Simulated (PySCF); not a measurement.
Gas-phase reaction: SiH2F2 + SiH2 ⇌ 2 SiH2F

Computed with PySCF and rigid-rotor harmonic-oscillator thermochemistry at 1 bar. † marks an energy on the PBE0/def2-TZVP geometry and frequencies; other levels use their own. MP2 freezes the core. 6-31G* has spherical d functions here. Open shells (unrestricted): SiH2F (multiplicity 2); the rest are closed-shell singlets. B3LYP is the form with VWN-RPA correlation. SiH2F: computed as isolated molecules; such fragments, hydroxides, amides, oligomers or adducts are transient or little studied in the gas. MP2 isn't extrapolated to the basis-set limit; its ΔH°(298 K) is 125.6 kJ in def2-SVP and 128.1 kJ in def2-TZVPP. The harmonic model lacks anharmonicity and excited electronic states, which grow with temperature; levels with a mode under 35 cm⁻¹ are left out.

ΔH° and ΔS° at 298 K: B3LYP/6-31G* 135 kJ, 30 J/K; B3LYP/def2-TZVP† 125 kJ, 30 J/K; HF/6-31G* 95 kJ, 30 J/K; MP2/def2-TZVPP† 128 kJ, 30 J/K; PBE0/def2-QZVP† 107 kJ, 30 J/K.

Q: With the heat capacities included, give log10 K (1 bar) at 600, 1000, 1400, 1800, 2000 K from B3LYP/6-31G*, B3LYP/def2-TZVP†, HF/6-31G*, MP2/def2-TZVPP†, PBE0/def2-QZVP†.

A: 
```csv
T (K),B3LYP/6-31G*,B3LYP/def2-TZVP†,HF/6-31G*,MP2/def2-TZVPP†,PBE0/def2-QZVP†
600,-10.2,-9.3,-6.7,-9.6,-7.8
1000,-5.5,-5.0,-3.4,-5.1,-4.0
1400,-3.5,-3.1,-2.0,-3.2,-2.5
1800,-2.4,-2.1,-1.2,-2.2,-1.6
2000,-2.0,-1.7,-1.0,-1.8,-1.3
```
